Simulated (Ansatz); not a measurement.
BCl2H (BHCl2). Total charge 0; singlet. Geometry r2SCAN-D4/def2-TZVP, basis def2-TZVP, Ansatz.

```tsv
run	HOMO (eV)	LUMO (eV)
A	-7.71	-2.52
B	-10.66	-0.58
C	-10.56	-0.64
D	-12.63	1.95
E	-8.85	-2.13
F	-12.08	0.56
```

LC-ωPBE has ω = 0.4 bohr⁻¹. HSE06 is defined as in plane-wave codes, on full-range PBE exchange.

**Question.** The runs used BHLYP, BLYP, CAM-B3LYP, HF, HSE06, LC-ωPBE. Estimate which is which.

**Answer.** A BLYP (0 % exact exchange); B CAM-B3LYP (range-separated); C BHLYP (50 % exact exchange); D HF (100 % exact exchange); E HSE06 (range-separated); F LC-ωPBE (range-separated). Exact exchange lowers occupied and raises empty levels; among semilocal functionals meta-GGAs tend to open the gap a little, and such runs are hard to tell apart. The gap grows from 5.18 eV (BLYP) to 14.58 eV (HF).
